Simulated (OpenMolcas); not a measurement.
**Worked example: vertical energy of the quartet above the doublet of Si2H5O (SMILES O[SiH][SiH3])**

Si2H5O has 8 atoms, charge 0, and is taken as a doublet. As SMILES, `O[SiH][SiH3]`. Geometry: relaxed at PBE0-D4/def2-TZVP. This is one conformer, not always the lowest.

Both states at this one shape; open shells run unrestricted unless said. 1 Eh = 27.2114 eV.

| level | program | doublet Si2H5O (Eh) | quartet Si2H5O (Eh) |
| --- | --- | --- | --- |
| U-revPBE/def2-SVPD | OpenMolcas | -656.819991 | -656.623315 |
| U-r2SCAN/def2-SVPD | OpenMolcas | -656.873577 | -656.671770 |
| UBHLYP/def2-SVPD | OpenMolcas | -656.924211 | -656.700436 |
| UM06-2X/def2-SVPD | OpenMolcas | -656.889878 | -656.673815 |

Problem. Work out the vertical gap, second state less first, at each level.

Solution. 
1. U-revPBE/def2-SVPD: -656.623315 − (-656.819991) = 0.196676 Eh = 5.35 eV.
2. U-r2SCAN/def2-SVPD: -656.671770 − (-656.873577) = 0.201807 Eh = 5.49 eV.
3. UBHLYP/def2-SVPD: -656.700436 − (-656.924211) = 0.223775 Eh = 6.09 eV.
4. UM06-2X/def2-SVPD: -656.673815 − (-656.889878) = 0.216063 Eh = 5.88 eV.

No measured value is set beside it here; the levels span 5.35 to 6.09 eV.
